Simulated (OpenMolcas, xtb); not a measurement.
# CH2NOP (SMILES O=C=NP): the dipole moment, rung by rung

The species is CH2NOP (6 atoms), meant as a singlet with charge 0. As SMILES, `O=C=NP`. The coordinates come from a PBE0-D4/def2-TZVP relaxation. This is one conformer, not always the lowest.

```xyz
6

O     1.2327   -2.0740    1.2548
C     0.7666   -1.1603    0.7031
N     0.3769   -0.1859    0.1244
P    -1.0366    0.5804   -0.4324
H    -0.5681    0.8908   -1.7381
H    -0.7295    1.8849    0.0420
```

Quantity: the dipole moment, in D. The values are calculated.

```csv
level,kind,program,value (D),CPU time
GFN2-xTB,semi-empirical,xtb,2.43,under 2 s
GFN0-xTB,semi-empirical,xtb,0.97,under 2 s
GFN1-xTB,semi-empirical,xtb,3.22,under 2 s
HF/STO-3G,Hartree–Fock,OpenMolcas,2.50,2.1 s
HF/3-21G,Hartree–Fock,OpenMolcas,2.73,2.3 s
HF/def2-SVP,Hartree–Fock,OpenMolcas,2.55,4.7 s
HF/pc-1,Hartree–Fock,OpenMolcas,2.70,11 s
PBE/def2-TZVP,GGA,OpenMolcas,2.08,79 s
BLYP/cc-pVTZ (RICD fitting),GGA,OpenMolcas,2.09,56 s
B3LYP/6-31G* (spherical functions),global hybrid,OpenMolcas,2.21,19 s
```

The values span 0.97 to 3.22 D. Magnitudes only: a small dipole may point the other way at some levels. Sets without polarisation functions give poor dipoles. CPU times are rough (shared hosts, several kinds of processor): they show what a rung costs within a factor of a few.
